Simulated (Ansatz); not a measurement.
The input, for Ansatz 0.2.0:

```yaml
crystal:
  periodic: [false, false, false]
  atoms:
    - {symbol: Se, position_ang: [0.000000, 0.000000, 0.000000]}
    - {symbol: Na, position_ang: [0.000000, 0.000000, 2.952000]}
basis:
  gaussian: {orbitals: cc-pVTZ}
total_charge: 1
magnetization: {spin_polarized: false, initial_magnetization: 2}
hamiltonian: {xc: {name: PBE}}
correlation: {method: ccsd, electrons: outside_noble_gas}
```

```sh
$ ansatz run in.yaml --threads 1 --pin off --events-out ev --progress --plain --max-ram 2393MiB
```

Output:

```
473 factors; integrals over basis functions are off by at most 9.7e-4 eV
mean field evaluation 1: about -69745.3342 eV, gradient 2.2e1 eV
mean field evaluation 2: about -69745.3336 eV, gradient 2.2e1 eV
mean field evaluation 4: about -69747.1486 eV, gradient 1.7e0 eV
mean field evaluation 8: about -69747.1568 eV, gradient 1.1e-1 eV
mean field evaluation 16: about -69747.1569 eV, gradient 7.8e-5 eV
mean field evaluation 32: about -69746.6556 eV, gradient 7.2e-1 eV
mean field evaluation 64: about -69746.7240 eV, gradient 1.8e0 eV
mean field -69747.15685620 eV, -2563.1607381445 hartree, gradient 2.1e-6 eV, S^2 2.000000; 8 other end points of the search recorded, 0 dependent functions left out
mean field evaluation 96: about -69703.7838 eV, gradient 1.8e0 eV
mean field evaluation 128: about -69702.6935 eV, gradient 1.1e1 eV
19 core orbitals not correlated: weight in the atoms' cores, before any rotation towards them, 1.000 or more for the frozen orbitals, at most 0.000 for the correlated occupied ones
reference -69703.22647960 eV, -2561.5463265815 hartree; 4, 2 occupied and 54, 56 virtual orbitals, 473 factors
second order -2.82014401 eV of doubles, -0.17769064 eV of singles
cycle   1  -3.36822544 eV  change   -3.7e-1 eV  update   4.1e-2
cycle   2  -3.46992227 eV  change   -1.0e-1 eV  update   1.3e-2
cycle   3  -3.47471220 eV  change   -4.8e-3 eV  update   3.2e-3
cycle   4  -3.47525925 eV  change   -5.5e-4 eV  update   1.4e-3
cycle   5  -3.47506500 eV  change    1.9e-4 eV  update   4.3e-4
cycle   6  -3.47496551 eV  change    9.9e-5 eV  update   2.0e-4
cycle   7  -3.47500568 eV  change   -4.0e-5 eV  update   9.4e-5
cycle   8  -3.47502232 eV  change   -1.7e-5 eV  update   3.6e-5
cycle   9  -3.47501813 eV  change    4.2e-6 eV  update   1.4e-5
cycle  10  -3.47501725 eV  change    8.8e-7 eV  update   3.7e-6
Total energy: -69706.70149685 eV, -2561.6740311100 hartree
```

Ran on 1 thread of AMD EPYC, shared host: 34 s wall, 0.18 GiB peak host memory.
